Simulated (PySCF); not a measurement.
**BePH5, a complex of two parts: interaction energy**

An exercise on one series of results from a longer session: the logs are not shown, and one member is left open.

Programs: PySCF 2.14.0. All values are calculated, for the isolated system unless a continuum is named. Atoms count from 0, parts from 1.

### The system as given

7 atoms, charge 0, multiplicity 1; geometry: GFN2-xTB. Parts: 1 = atoms 0–2, `[BeH2]`, charge 0; 2 = atoms 3–6, `P`, charge 0.

The first run:

What the job is given:

```
{"job": {"xc": "PBE0", "basis": "def2-TZVPD", "d3": "d3bj", "grid": 3, "kind": "geom", "shake": 0.01}, "charge": 0, "multiplicity": 1, "parts": [{"atoms": "0-2", "charge": 0, "multiplicity": 1}, {"atoms": "3-6", "charge": 0, "multiplicity": 1}]}
Be     0.179424    -0.036897     0.234917
H      0.606412    -0.632094    -0.825325
H     -0.923473     0.146617     0.955486
P      1.715345     1.515635     0.823836
H      1.820353     2.435060     1.836994
H      2.956320     1.730743     0.333760
H      1.121344     2.423765    -0.034716
```

Run with:

```sh
$ OMP_NUM_THREADS=1 python cluster_run.py task.json out
```

This one command runs all jobs of the session in turn.

Steps of the session up to this table: Geometry optimisation at PBE0-D3(BJ)/def2-TZVPD; Coupled-cluster interaction energy: CCSD(T) and MP2, 2.25 Å; Coupled-cluster interaction energy: CCSD(T) and MP2, 2.37 Å; Coupled-cluster interaction energy: CCSD(T) and MP2, 2.48 Å; Coupled-cluster interaction energy: CCSD(T) and MP2, 2.14 Å; Coupled-cluster interaction energy: CCSD(T) and MP2, 2.82 Å; Coupled-cluster interaction energy: CCSD(T) and MP2, 2.03 Å; Coupled-cluster interaction energy: CCSD(T) and MP2, 3.38 Å; Coupled-cluster interaction energy: CCSD(T) and MP2, 4.51 Å.

One table of the session follows, with a row left open; its other results are not shown here.

It belongs to the step «Coupled-cluster interaction energy: CCSD(T) and MP2, 4.51 Å». 

| method | interaction energy (kcal/mol) |
| --- | --- |
| HF/aug-cc-pVDZ | -1.54 |
| MP2/aug-cc-pVDZ | -1.60 |
| CCSD/aug-cc-pVDZ | -1.51 |
| CCSD(T)/aug-cc-pVDZ | -1.54 |
| HF/aug-cc-pVQZ | -1.50 |
| MP2/aug-cc-pVQZ | ? |
| SCS-MP2/aug-cc-pVQZ | -1.53 |
| MP2, extrapolated | -1.60 |
| CCSD(T), limit estimate | -1.54 |

Estimate the missing values for MP2/aug-cc-pVQZ.

The run gave: interaction energy (kcal/mol): -1.59. In the column «interaction energy (kcal/mol)» it lies between MP2, extrapolated (-1.60) and HF/aug-cc-pVDZ (-1.54).
